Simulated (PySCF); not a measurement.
These compounds are isomers of formula C5H5F.

A. `FC1=CC=CC1`
B. SMILES C=C(F)C#CC
C. `CC(F)=C1C=C1`
D. SMILES C=C(F)C1=CC1
E. `FC1=CCC=C1`

Spectrum 1. ¹H NMR (500 MHz, computed): δ 7.25 (d of quint, J = 5.7, 1.3 Hz, 1H), 5.45 (dt, J = 9.3, 1.7 Hz, 1H), 5.12 (dt, J = 37.2, 1.6 Hz, 1H), 1.42 (d, J = 1.1 Hz, 2H). ¹³C{¹H} NMR (computed): δ 165.6 (C, d, J = 330.2 Hz), 118.5 (C, d, J = 41.8 Hz), 115.6 (CH, d, J = 3.2 Hz), 107.9 (CH2, d, J = 23.1 Hz), 10.1 (CH2, d, J = 7.2 Hz).

Spectrum 2. ¹H NMR (500 MHz, computed): δ 6.64 (m, 1H), 6.56 (m, 1H), 5.72 (qdd, J = 2.6, 2.1, 1.1 Hz, 1H), 3.05 (ddt, J = 6.6, 2.6, 1.7 Hz, 2H). ¹³C{¹H} NMR (computed): δ 172.9 (C, d, J = 341.1 Hz), 143.0 (CH, d, J = 2.1 Hz), 135.6 (CH, d, J = 28.6 Hz), 109.4 (CH, d, J = 10.2 Hz), 39.5 (CH2, d, J = 6.0 Hz).

Spectrum 3. ¹H NMR (500 MHz, computed): δ 6.50 (m, 1H), 5.92 (dtd, J = 7.1, 2.3, 1.1 Hz, 1H), 5.83 (ddq, J = 3.0, 1.6, 1.1 Hz, 1H), 2.96 (td, J = 2.2, 1.1 Hz, 2H). ¹³C{¹H} NMR (computed): δ 179.4 (C, d, J = 358.7 Hz), 140.0 (CH), 126.7 (CH, d, J = 12.7 Hz), 112.3 (CH, d, J = 12.4 Hz), 39.9 (CH2, d, J = 16.5 Hz).

Spectrum 4. ¹H NMR (500 MHz, computed): δ 5.17 (dd, J = 8.1, 1.9 Hz, 1H), 4.95 (dd, J = 36.6, 1.9 Hz, 1H), 2.06 (d, J = 5.5 Hz, 3H). ¹³C{¹H} NMR (computed): δ 156.0 (C, d, J = 318.9 Hz), 106.5 (CH2, d, J = 27.5 Hz), 96.2 (C, d, J = 2.5 Hz), 77.9 (C, d, J = 43.9 Hz), 5.1 (CH3).

Spectrum 5. ¹H NMR (500 MHz, computed): δ 8.17 (dd, J = 6.4, 2.5 Hz, 1H), 7.76 (dd, J = 4.4, 2.5 Hz, 1H), 2.05 (d, J = 14.7 Hz, 3H). ¹³C{¹H} NMR (computed): δ 137.6 (CH, d, J = 14.6 Hz), 130.7 (C, d, J = 285.8 Hz), 130.3 (CH, d, J = 5.1 Hz), 97.4 (C, d, J = 33.2 Hz), 19.1 (CH3, d, J = 31.2 Hz).

No solvent model, no relativistic terms, averaged over atoms made equivalent by symmetry, fast rotation or ring inversion, one conformer. Spin–spin couplings from B3LYP/pcJ-1 (spin–dipole term left out of most H,H and C,H couplings); PBE0-D3(BJ)/def2-SVP geometry; shieldings: GIAO PBE0/pcSseg-1; PySCF 2.14.

Shifts are taken against calculated references (same method and geometry level): ¹H (31.27 ppm) and ¹³C (184.41 ppm) vs TMS. Multiplet labels drop J under 1 Hz and among equivalent protons, and merge close values. Unscaled 3J(H,H) run several per cent high. One-bond C–F couplings are unscaled and too large by tens of Hz. Shifts are as computed. Against solution values, carbons near 30 ppm lie about +2 ppm off and those near 130 ppm about +5 ppm. Of 1211 compounds with measured shifts, 218 miss one by over three times the rms of a fit or turn the order of signals round; such compounds aren't used in these exercises.

Which spectrum belongs to which compound?

Results:

1–D, 2–E, 3–A, 4–B, 5–C.

- Spectrum 1 (D): 5 ¹³C signals; δC 118.5 is a fully substituted alkene carbon; δC 115.6 is an alkene CH.
- Spectrum 2 (E): 5 ¹³C signals; δC 143.0 is an alkene CH; δC 135.6 is an alkene CH.
- Spectrum 3 (A): 5 ¹³C signals; δC 140.0 is an alkene CH; δC 126.7 is an alkene CH.
- Spectrum 4 (B): 5 ¹³C signals; δC 156.0 is a fully substituted alkene carbon; δC 106.5 is a terminal =CH2 carbon.
- Spectrum 5 (C): 5 ¹³C signals; δC 137.6 is an alkene CH; δC 130.7 is a fully substituted alkene carbon.
